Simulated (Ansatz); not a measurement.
Compare A (`C/C=C(\N)F`) with its isomer B (`NC1(F)CC1`).

Computed with Ansatz on PBE0-D4/def2-TZVP structures; ΔE is electronic, products minus reactants. CCSD(T)/CBS is the MP2 limit (def2-TZVPP, def2-QZVPP) plus CCSD(T) − MP2 in def2-TZVPP, frozen cores. DFT in def2-TZVPP. B3LYP here is the variant with VWN-RPA as its local correlation; programs differ in this. Each species was taken in one conformer, which may not be the lowest.

Question: Which isomer does CCSD(T)/CBS put lower? Give the gap. (An estimate is asked.)

Answer: Ansatz gave: A, by 7.7 kcal/mol.

Question: Give E(B) − E(A) in kcal/mol with CCSD/def2-TZVPP, PBE0-D4, B3LYP, PBE-D4, HF/def2-TZVPP, r2SCAN-D4, ωB97M-V. (Best estimate.)

Answer: The calculation gave: CCSD/def2-TZVPP 7.1, PBE0-D4 6.3, B3LYP 10.4, PBE-D4 8.1, HF/def2-TZVPP 9.3, r2SCAN-D4 8.0, ωB97M-V 6.5. None reverses the order clearly.

Largest T1 diagnostic: 0.011.

From PBE to PBE0 (25 % exact exchange), in def2-TZVPP and without D4, E(B) − E(A) moves by −1.8 kcal/mol. In def2-TZVPP, CCSD(T) changes the Hartree–Fock value by −1.8 kcal/mol (the triples alone add +0.4 kcal/mol) and MP2 by −3.1 kcal/mol.
